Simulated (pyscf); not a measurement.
Structures and frequencies: ωB97X-D3(BJ)/def2-SVP in PySCF.

Task: Estimate by transition-state theory the rate constant of Cl–SnH₂–SnH₃ + hydrogen (H₂) → H₃Sn–SnH₃ + hydrogen chloride (HCl) (singlet surface; Cl–Sn, H–H broken, H–Sn, Cl–H formed) at 600 K, with ωB97M-D3(BJ)/def2-TZVP energies (ideal gas, 1 atm, RRHO with modes under 100 cm⁻¹ raised to 100, one conformer, R ln 2 for rigid chiral ones; no tunnelling).

Result: The electronic barrier is 47.1 kcal/mol and the thermal terms add +16.5, so ΔG‡ = 63.6 kcal/mol. With k_BT/h = 1.25e+13 s⁻¹ and RT = 1.192 kcal/mol, and a volume of 8.18e-20 cm³ per molecule at 1 atm, k = 6.9e-30 cm³ molecule⁻¹ s⁻¹. Wigner's tunnelling factor for 1181i cm⁻¹ would be 1.33. A shift of 1 kcal/mol in the barrier changes k by a factor 2.3. One saddle was located; it need not be the lowest between these sides. Elements past Kr carry the def2 core potentials, without spin-orbit coupling.
